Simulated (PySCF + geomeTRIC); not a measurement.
These are r2SCAN-D4/def2-TZVP (PySCF + geomeTRIC) values and carry that method's errors. fastk is a local helper that only speeds up exchange builds. No frequencies were computed at this level.

```python
import json, numpy as np
from pyscf import gto, dft
from fastk import lowrank_exchange
atoms = """
N     -0.000376     0.388398    -0.000001
H      0.830163    -0.193388    -0.000003
H     -0.829788    -0.195010     0.000003
"""
def scf(charge, spin, dm0=None):
    mol = gto.M(atom=atoms, basis='def2-tzvp', ecp={}, charge=charge, spin=spin, verbose=3, max_memory=5040)
    mf = dft.KS(mol, xc='r2scan').density_fit(auxbasis="def2-universal-jkfit")
    mf.disp = 'd4'
    mf.grids.level = 4
    mf.conv_tol = 1e-8
    mf.max_cycle = 60
    mf.kernel(dm0)
    if not mf.converged:
        mf = mf.newton().run(mf.mo_coeff, mf.mo_occ).undo_soscf()
    return mf
mf = scf(0, 1)
lowrank_exchange(mf)  # same exchange matrices as the stock routine, built faster for response steps
mo, _, stable, _ = mf.stability(return_status=True)
if not stable:
    mf.kernel(mf.make_rdm1(mo, mf.mo_occ))
del mf.get_jk
from pyscf.geomopt.geometric_solver import kernel as optimize
path = []
done, mol = optimize(mf, maxsteps=80, assert_convergence=False, callback=lambda env: path.append((env["energy"], bool(env["g_scanner"].converged))))
res = dict(converged=bool(done and path[-1][1]), energy=path[-1][0], path=[e for e, c in path], xyz=mol.atom_coords(unit="Angstrom").tolist(), nao=mol.nao)
json.dump(res, open("result.json", "w"))
```

Output:

```
converged SCF energy = -55.8689641861972  <S^2> = 0.75484138  2S+1 = 2.0048355
<class 'pyscf.df.df_jk.DFUKS'> wavefunction is stable in the internal stability analysis
Geometry optimization cycle 1
converged SCF energy = -55.8689641861983  <S^2> = 0.75484142  2S+1 = 2.0048356
cycle 1: E = -55.8689641862  dE = -55.869  norm(grad) = 0.0289509
Geometry optimization cycle 2
converged SCF energy = -55.8702162405873  <S^2> = 0.7548487  2S+1 = 2.0048428
cycle 2: E = -55.8702162406  dE = -0.00125205  norm(grad) = 0.0082744
Geometry optimization cycle 3
converged SCF energy = -55.8702733046435  <S^2> = 0.75487517  2S+1 = 2.0048692
cycle 3: E = -55.8702733046  dE = -5.70641e-05  norm(grad) = 0.000156127
Geometry optimization cycle 4
converged SCF energy = -55.8702733450832  <S^2> = 0.754876  2S+1 = 2.0048701
cycle 4: E = -55.8702733451  dE = -4.04397e-08  norm(grad) = 2.79601e-05
<class 'geometric.internal.Distance'> : 2
<class 'geometric.internal.Angle'> : 1
<class 'geometric.internal.TranslationX'> : 1
<class 'geometric.internal.TranslationY'> : 1
<class 'geometric.internal.TranslationZ'> : 1
<class 'geometric.internal.RotationA'> : 1
<class 'geometric.internal.RotationB'> : 1
<class 'geometric.internal.RotationC'> : 1
Step    0 : Gradient = 1.671e-02/2.357e-02 (rms/max) Energy = -55.8689641862
Step    1 : Displace = 3.104e-02/3.282e-02 (rms/max) Trust = 1.000e-01 (=) Grad = 4.777e-03/6.264e-03 (rms/max) E (change) = -55.8702162406 (-1.252e-03) Quality = 1.189
Step    2 : Displace = 5.283e-03/7.181e-03 (rms/max) Trust = 1.414e-01 (+) Grad = 9.014e-05/1.102e-04 (rms/max) E (change) = -55.8702733046 (-5.706e-05) Quality = 1.003
Step    3 : Displace = 2.881e-04/3.312e-04 (rms/max) Trust = 2.000e-01 (+) Grad = 1.614e-05/1.865e-05 (rms/max) E (change) = -55.8702733451 (-4.044e-08) Quality = 0.469
Converged! =D
```

Cost: roughly 60 core-seconds.
